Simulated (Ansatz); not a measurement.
A calculation with Ansatz (development build ahead of 0.2.0).

```yaml
crystal:
  periodic: [false, false, false]
  atoms:
    - { symbol: Li, position_ang: [0.0, 0.0, 0.0] }
    - { symbol: H, position_ang: [0.0, 0.575, 1.5] }
    - { symbol: H, position_ang: [0.0, -0.575, 1.5] }
basis:
  gaussian: { orbitals: def2-SVP }
magnetization:
  spin_polarized: true
  initial_magnetization: 1
hamiltonian:
  xc: { name: B3LYP }
```

The input is written out in the form of the current development build from the run's settings.

Results

```yaml
Converged: yes
Total_energy: -8.62088 hartree
Spin_squared_of_the_determinant: 0.751
Stability_test: minimum
```
